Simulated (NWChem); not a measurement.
fluoromethane (CH₃F); SMILES CF

```xyz
5

C      0.0000     0.0000    -0.6018
F      0.0000     0.0000     0.7616
H      0.7326     0.7326    -0.9796
H      0.2681    -1.0007    -0.9796
H     -1.0007     0.2681    -0.9796
```
Atoms are numbered in this order, from 1.

The geometry was optimised at PBE0/def2-SVP.

 Unshifted, non-relativistic core excitations; the lowest 4 roots alone, so stronger bands may lie above.

List the first C K-edge excitations from B3LYP/cc-pVTZ, restricted-window TDA (NWChem).


| state | energy (eV) | dipole oscillator strength | leading excitation (squared amplitude) |
|---|---|---|---|
| S1 | 278.4 | 0.0210 | 1s of atom 1 or its equivalents → LUMO (0.82) |
| S2 | 279.2 | 0.0106 | 1s of atom 1 or its equivalents → LUMO+1 (0.81) |
| S3 | 279.8 | 0.0343 | 1s of atom 1 or its equivalents → LUMO+2 (0.99) |
| S4 | 279.8 | 0.0343 | 1s of atom 1 or its equivalents → LUMO+3 (0.99) |
